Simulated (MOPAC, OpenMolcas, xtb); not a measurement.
A ladder of methods for C2H4Si (SMILES C=C[SiH])

C2H4Si has 7 atoms, charge 0, and is taken as a triplet. As SMILES, `C=C[SiH]`. Geometry: relaxed at GFN2-xTB.

```xyz
7

C    -0.6649    0.4032   -0.6615
C    -0.0436    0.3938    0.5349
Si    1.2105   -0.8432    1.0340
H    -0.4582   -0.3336   -1.4200
H    -1.3967    1.1534   -0.9102
H    -0.2972    1.1644    1.2527
H     1.6502   -1.9380    0.1700
```

Each level gives the dipole moment (D). The values are calculated.

```json
{"level": "PM3", "kind": "semi-empirical", "program": "MOPAC", "value (D)": "0.38", "CPU time": "under 2 s"}
{"level": "PM7", "kind": "semi-empirical", "program": "MOPAC", "value (D)": "0.41", "CPU time": "under 2 s"}
{"level": "GFN2-xTB", "kind": "semi-empirical", "program": "xtb", "value (D)": "1.12", "CPU time": "under 2 s"}
{"level": "GFN1-xTB", "kind": "semi-empirical", "program": "xtb", "value (D)": "1.48", "CPU time": "under 2 s"}
{"level": "UHF/ANO-RCC-MB (DKH2)", "kind": "Hartree–Fock", "program": "OpenMolcas", "value (D)": "0.55", "CPU time": "2.8 s"}
{"level": "UHF/STO-3G", "kind": "Hartree–Fock", "program": "OpenMolcas", "value (D)": "1.17", "CPU time": "2.2 s"}
{"level": "UHF/3-21G", "kind": "Hartree–Fock", "program": "OpenMolcas", "value (D)": "0.47", "CPU time": "2.4 s"}
{"level": "UHF/def2-SVP", "kind": "Hartree–Fock", "program": "OpenMolcas", "value (D)": "0.47", "CPU time": "5 s"}
{"level": "UHF/pcseg-2", "kind": "Hartree–Fock", "program": "OpenMolcas", "value (D)": "0.52", "CPU time": "53 s"}
{"level": "USVWN5/def2-SVP", "kind": "LDA", "program": "OpenMolcas", "value (D)": "0.42", "CPU time": "21 s"}
```

The values span 0.38 to 1.48 D. Spin contamination of the reference (⟨S²⟩ at least 0.1 too high) touches PM3, UHF/ANO-RCC-MB, UHF/STO-3G, UHF/3-21G, UHF/def2-SVP, UHF/pcseg-2. Magnitudes only: a small dipole may point the other way at some levels. Sets without polarisation functions give poor dipoles. Without the sets that lack polarisation functions the rows with a basis span only 0.42 to 0.52 D. CPU times are rough (shared hosts, several kinds of processor): they show what a rung costs within a factor of a few.
